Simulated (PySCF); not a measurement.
**One reaction down a group: Si, Ge, Sn**

The same gas-phase reaction for Si, Ge, Sn:
- 2 SiF4 + SiH2 + HF → 3 SiHF3
- 2 GeF4 + GeH2 + HF → 3 GeHF3
- 2 SnF4 + SnH2 + HF → 3 SnHF3

Computed with PySCF and rigid-rotor harmonic-oscillator thermochemistry at 1 bar. † marks an energy on the PBE0/def2-TZVP geometry and frequencies; other levels use their own. CCSD(T) freezes the core. All species are closed-shell singlets. Sn: scalar-relativistic def2 core potential, no spin-orbit coupling. Ge: all electrons, no relativistic terms. GeH2, GeHF3, SnH2, SnHF3: computed as isolated molecules; such fragments, hydroxides, amides, oligomers or adducts are transient or little studied in the gas. CCSD(T) isn't extrapolated to the basis-set limit. The harmonic model lacks anharmonicity and excited electronic states, which grow with temperature; levels with a mode under 35 cm⁻¹ are left out.

ΔH°(298 K) in kJ, by level:

| level | Si | Ge | Sn |
|---|---|---|---|
| ωB97M-V/def2-TZVP† | -379.7 | -267.7 | -206.2 |
| BLYP/def2-TZVP† | -372.0 | -254.7 | -184.4 |
| r2SCAN/def2-TZVP† | -400.4 | -287.6 | -215.7 |
| PBE0/def2-TZVP | -381.2 | -271.3 | -200.0 |
| LDA/def2-TZVP† | -402.6 | -302.9 | -231.1 |
| M06-2X/def2-TZVP† | -381.5 | -280.3 | -221.0 |
| CCSD(T)/def2-SVP† | -353.0 | -262.9 | -185.9 |
| CCSD(T)/def2-TZVPP† | -365.9 | -261.0 | -189.0 |

At ωB97M-V/def2-TZVP†, ΔH° rises from Si to Sn, over a range of 173.5 kJ; the steps are +112.0, +61.5 kJ. 8 of the 8 levels shown give the same order. The levels scatter most for Si (49.6 kJ between the highest and the lowest) and least for Sn (46.7 kJ). ΔS°(298 K) runs from -116.3 to -114.7 J/K, so TΔS° at 298 K spreads over 0.5 kJ among the members, against 173.5 kJ for ΔH°.

Free energies at ωB97M-V/def2-TZVP†:

```tsv
member	ΔS°(298 K), J/K	ΔG°(298 K), kJ	ΔG°(2500 K), kJ	ΔG° changes sign
Si	-114.7	-345	-92	none from 298 to 2500 K
Ge	-116.3	-233	13	2000 to 2500 K
Sn	-114.8	-172	58	1800 to 2000 K
```

The NASA 1993 table, where it holds all species, gives ΔH°(298 K) = -345 kJ for Si; its entries are part measured, part old estimates, and weren't checked at source.
